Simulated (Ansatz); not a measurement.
**AlH5S: one species, many methods**

How much do the methods differ for AlH5S? The plan is to run it at one geometry with functionals of several rungs and with coupled cluster. The yardstick is the atomisation energy at the CCSD(T) limit.

Program: Ansatz 0.2.0, Gaussian basis. Level of theory: functionals in def2-TZVPP, the program's frozen cores in correlated methods. These are calculated values, not measurements.

Levels to be run: LDA (SPW92), PBE-D4, revPBE-D4, BLYP-D4, r2SCAN-D4, B97M-V, PBE0-D4, B3LYP-D4, r2SCANh-D4, r2SCAN0-D4, HSE06-D4, BHLYP-D4, CAM-B3LYP-D4, LC-ωPBE, ωB97X-V, ωB97M-V, B2PLYP, PBE-QIDH; CCSD(T)/def2-SVP; CCSD(T)/def2-TZVPP; CCSD(T)/def2-QZVPP; extrapolation to the limit; RPA on PBE.

### Step 1. The geometry

An earlier PBE0-D4 in a triple-zeta def2 set relaxation fixed the geometry.

SMILES `[AlH3-][SH2+]`, 7 atoms, charge 0, spin multiplicity 1.

Atoms are counted from 1 here; the program's logs count them from 0.

Bond lengths: Al1–S2 2.535 Å, Al1–H3 1.595 Å, Al1–H4 1.595 Å, Al1–H5 1.597 Å, S2–H6 1.344 Å, S2–H7 1.344 Å. Angles: S2–Al1–H3 95.5°, S2–Al1–H4 95.4°, S2–Al1–H5 98.7°, H3–Al1–H4 119.1°, H3–Al1–H5 118.5°, H4–Al1–H5 118.5°, Al1–S2–H6 97.8°, Al1–S2–H7 97.8°, H6–S2–H7 92.8°.

Coordinates:

```csv
atom,x (Å),y (Å),z (Å)
Al1,-0.6140,-0.7490,-0.5138
S2,0.6250,0.6945,1.1615
H3,0.0506,-2.1236,-0.0513
H4,-2.0722,-0.3746,0.0144
H5,-0.0912,-0.0639,-1.8580
H6,0.3287,1.8910,0.6255
H7,1.8343,0.6577,0.5759
```

### Step 2. LDA

This LDA is Slater exchange with PW92 correlation.

The input, in.yaml:

```yaml
crystal:
  periodic: [false, false, false]
  atoms:
    - {symbol: Al, position_ang: [-0.613996, -0.748953, -0.513778]}
    - {symbol: S, position_ang: [0.625006, 0.694468, 1.161525]}
    - {symbol: H, position_ang: [0.050613, -2.123604, -0.051252]}
    - {symbol: H, position_ang: [-2.072172, -0.374631, 0.014401]}
    - {symbol: H, position_ang: [-0.091162, -0.063930, -1.857996]}
    - {symbol: H, position_ang: [0.328684, 1.890979, 0.625504]}
    - {symbol: H, position_ang: [1.834326, 0.657670, 0.575895]}
basis:
  gaussian: {orbitals: def2-TZVPP}
hamiltonian: {xc: lda}
output: {orbitals: {seedname: orbitals}}
```

On the command line:

```
> ansatz run in.yaml --threads 4 --pin off --events-out ev --progress --plain --max-ram 10444MiB
```

Further steps of the session: PBE-D4 (GGA); revPBE-D4 (GGA); BLYP-D4 (GGA); r2SCAN-D4 (meta-GGA); B97M-V (meta-GGA); PBE0-D4 (hybrid); B3LYP-D4 (hybrid); r2SCANh-D4 (hybrid); r2SCAN0-D4 (hybrid); HSE06-D4 (hybrid); BHLYP-D4 (hybrid); CAM-B3LYP-D4 (range-separated); LC-ωPBE (range-separated); ωB97X-V (range-separated); ωB97M-V (range-separated); B2PLYP (double hybrid); PBE-QIDH (double hybrid); CCSD(T) in def2-SVP; CCSD(T) in def2-TZVPP; CCSD(T) in def2-QZVPP; RPA on PBE orbitals.

**Question.** What will the summary of the whole plan be? Wanted: atomisation energy, CCSD(T)/CBS; farthest beyond LDA; mean size of error, GGA; mean size of error, meta-GGA; mean size of error, hybrid; mean size of error, range-separated; mean size of error, double hybrid; gap, smallest and largest; T1 diagnostic.

As calculated:

```
                               quantity                                       value
        atomisation energy, CCSD(T)/CBS                                   17.846 eV
    functionals within 0.089 eV (0.5 %)  r2SCAN-D4, B3LYP-D4, CAM-B3LYP-D4, ωB97M-V
                    farthest beyond LDA                       revPBE-D4 (-0.565 eV)
                mean size of error, GGA                                    0.410 eV
           mean size of error, meta-GGA                                    0.241 eV
             mean size of error, hybrid                                    0.249 eV
    mean size of error, range-separated                                    0.157 eV
      mean size of error, double hybrid                                    0.400 eV
              gap, smallest and largest   4.84 eV (LDA (SPW92)), 12.36 eV (LC-ωPBE)
                          T1 diagnostic                                      0.0100
triples share of the correlation energy                                       3.1 %
```

In words: LDA overbinds by 1.749 eV (10 %). PBE-D4 misses by -0.375 eV. Double hybrids carry the basis error of their MP2 part in triple zeta, and no dispersion term here, so their miss is partly the set-up's. Taken by rung, range-separated functionals do best (0.157 eV on average) and GGA ones worst beyond LDA (0.410 eV). Misses under about 0.089 eV are within the doubt on the reference itself, which lacks core-valence correlation, relativity and higher excitations. Hartree-Fock recovers 74 % of the binding; the rest is correlation. CCSD(T) in def2-SVP is off by -1.084 eV, worse than the median functional, from the basis alone. Orbital gaps span 4.8 to 12.4 eV; exact exchange widens them.
